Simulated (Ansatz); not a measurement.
## What a trial cell of LiCa relaxes into

Method: DFT PBE, scalar-relativistic, plane waves, PAW in Ansatz 0.2.0. Cutoff 420 eV, Γ-centred k mesh, Gaussian smearing, no spin polarisation in the final step.

The start puts LiCa on the rock salt structure type (Fm-3m, No. 225), with Li in place of Na, Ca in place of Cl, at a guessed volume.

```xyz
2
Lattice="0.0000 2.7359 2.7359 2.7359 0.0000 2.7359 2.7359 2.7359 0.0000" Properties=species:S:1:pos:R:3 pbc="T T T"
Li    0.0000    0.0000    0.0000
Ca    2.7359    2.7359    2.7359
```

Cell and atoms relax at zero pressure; the relaxation can't lower the symmetry of the start. After a coarse first stage the cell is made exact in the group found at 0.06 Å.

The zero of energy is the elements' standard structures at the same level; no fitted shifts are applied.

Which crystal results?

It keeps Fm-3m (No. 225). The result has the rock salt structure. Conventional cell: a = 6.440 Å. Li is coordinated by 6 Ca at 3.22 Å; Ca is coordinated by 6 Li at 3.22 Å.

```
Li Ca
1.0
     0.00000    3.22023    3.22023
     3.22023    0.00000    3.22023
     3.22023    3.22023    0.00000
Li Ca
1 1
Direct
  0.00000 0.00000 0.00000
  0.50000 0.50000 0.50000
```

What are its volume, energy, density and gap?

The volume per atom is 33.39 Å³, the density is 1.17 g/cm³ and the energy over the elements is 0.22 eV/atom. The gap on the 16×16×16 mesh is 0 eV (a metal).

The final run used a 16×16×16 mesh on its 2-atom cell and 0.10 eV smearing. The k mesh leaves about 4 meV/atom of noise in metals. A structure relaxed within its symmetry needn't be a true minimum. The steps took about 26 core-seconds in all.

Cost: 3 runs of about 0.43 core-minutes in all, on Arm Neoverse V1 (shared hosts).